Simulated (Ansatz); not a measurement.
# C5H12S: vertical ionisation energy

One table from this session's results is given with a row withheld; the runs are named, their logs left out.

Program: Ansatz 0.2.0, Gaussian basis. Level of theory: unrestricted cation, the program's frozen cores in correlated methods. These are calculated values, not measurements.

Levels to be run: UKS PBE-D4/def2-TZVPP; UKS r2SCAN-D4/def2-TZVPP; UKS PBE0-D4/def2-TZVPP; UKS B3LYP-D4/def2-TZVPP; UKS wB97X-V/def2-TZVPP; UKS wB97M-V/def2-TZVPP; UKS B2PLYP/def2-TZVPP; UHF-CCSD(T)/def2-TZVPP; UHF-MP2/def2-QZVPP; extrapolation to the limit; then −ε(HOMO) from the neutral's earlier runs with LDA (SPW92), PBE-D4, revPBE-D4, BLYP-D4, r2SCAN-D4, B97M-V, PBE0-D4, B3LYP-D4, r2SCANh-D4, r2SCAN0-D4, HSE06-D4, BHLYP-D4, CAM-B3LYP-D4, LC-ωPBE, ωB97X-V, ωB97M-V.

## The geometry

All runs share one geometry, relaxed beforehand with PBE0-D4 in a triple-zeta def2 set.

SMILES `CCC(C)(C)S`, 18 atoms, charge 0, spin multiplicity 1.

Atoms are counted from 1 here; the program's logs count them from 0.

Bond lengths: C1–C2 1.517 Å, C1–H7 1.092 Å, C1–H8 1.092 Å, C1–H9 1.092 Å, C2–C3 1.532 Å, C2–H10 1.098 Å, C2–H11 1.094 Å, C3–C4 1.524 Å, C3–C5 1.521 Å, C3–S6 1.837 Å, C4–H12 1.092 Å, C4–H13 1.094 Å, C4–H14 1.093 Å, C5–H15 1.091 Å, C5–H16 1.091 Å, C5–H17 1.095 Å, S6–H18 1.342 Å. Angles: C2–C1–H7 111.2°, C2–C1–H8 110.3°, C2–C1–H9 112.2°, H7–C1–H8 107.3°, H7–C1–H9 108.3°, H8–C1–H9 107.3°, C1–C2–C3 116.5°, C1–C2–H10 109.2°, C1–C2–H11 109.3°, C3–C2–H10 106.9°, C3–C2–H11 108.0°, H10–C2–H11 106.5°, C2–C3–C4 108.9°, C2–C3–C5 111.9°, C2–C3–S6 111.3°, C4–C3–C5 109.8°, C4–C3–S6 104.6°, C5–C3–S6 110.0° and more.

Set-up of the first run:

Contents of in.yaml:

```yaml
crystal:
  periodic: [false, false, false]
  atoms:
    - {symbol: C, position_ang: [-0.431094, 0.732408, -1.873075]}
    - {symbol: C, position_ang: [0.491674, -0.068479, -0.974315]}
    - {symbol: C, position_ang: [-0.011598, -0.350237, 0.445071]}
    - {symbol: C, position_ang: [1.021144, -1.201451, 1.174881]}
    - {symbol: C, position_ang: [-0.266099, 0.932084, 1.222975]}
    - {symbol: S, position_ang: [-1.529830, -1.383345, 0.421637]}
    - {symbol: H, position_ang: [-1.374101, 0.207372, -2.040854]}
    - {symbol: H, position_ang: [0.032506, 0.888858, -2.849360]}
    - {symbol: H, position_ang: [-0.656342, 1.717983, -1.459129]}
    - {symbol: H, position_ang: [1.448254, 0.460997, -0.874249]}
    - {symbol: H, position_ang: [0.716418, -1.028221, -1.449263]}
    - {symbol: H, position_ang: [0.700753, -1.423170, 2.194814]}
    - {symbol: H, position_ang: [1.971523, -0.662540, 1.222517]}
    - {symbol: H, position_ang: [1.194671, -2.146410, 0.654416]}
    - {symbol: H, position_ang: [-1.046809, 1.540295, 0.762991]}
    - {symbol: H, position_ang: [-0.575428, 0.706645, 2.244668]}
    - {symbol: H, position_ang: [0.649395, 1.532212, 1.262346]}
    - {symbol: H, position_ang: [-2.372638, -0.443599, -0.034168]}
basis:
  gaussian: {orbitals: def2-TZVPP}
total_charge: 1
magnetization: {spin_polarized: true, initial_magnetization: 1}
hamiltonian: {xc: pbe, dispersion: d4}
```

Run with:

```sh
$ ansatz run in.yaml --threads 2 --pin off --events-out ev --progress --plain --max-ram 31744MiB --backend cuda --devices 0, --max-vram 18GiB
```

Steps of the session up to this table: Cation, UKS PBE-D4/def2-TZVPP; Cation, UKS r2SCAN-D4/def2-TZVPP; Cation, UKS PBE0-D4/def2-TZVPP; Cation, UKS B3LYP-D4/def2-TZVPP; Cation, UKS wB97X-V/def2-TZVPP; Cation, UKS wB97M-V/def2-TZVPP; Cation, UKS B2PLYP (frozen core)/def2-TZVPP; Cation, UHF-CCSD(T)/def2-TZVPP; Cation, UHF-MP2/def2-QZVPP.

One of the session's tables, all rows but one given; the rest of the session is left out.

For comparison, −ε(HOMO) of the neutral from earlier runs:

| functional | −ε(HOMO) (eV) |
| --- | --- |
| LDA (SPW92) | 5.60 |
| PBE-D4 | 5.47 |
| revPBE-D4 | 5.41 |
| BLYP-D4 | 5.32 |
| r2SCAN-D4 | 5.72 |
| B97M-V | 5.85 |
| PBE0-D4 | ? |
| B3LYP-D4 | 6.47 |
| r2SCANh-D4 | 6.18 |
| r2SCAN0-D4 | 6.87 |
| HSE06-D4 | 6.30 |
| BHLYP-D4 | 7.81 |
| CAM-B3LYP-D4 | 8.06 |
| LC-ωPBE | 9.48 |
| ωB97X-V | 9.12 |
| ωB97M-V | 8.97 |

Estimate the missing values for PBE0-D4.

As computed: −ε(HOMO) (eV): 6.70. In the column «−ε(HOMO) (eV)» it lies between B3LYP-D4 (6.47) and r2SCAN0-D4 (6.87).
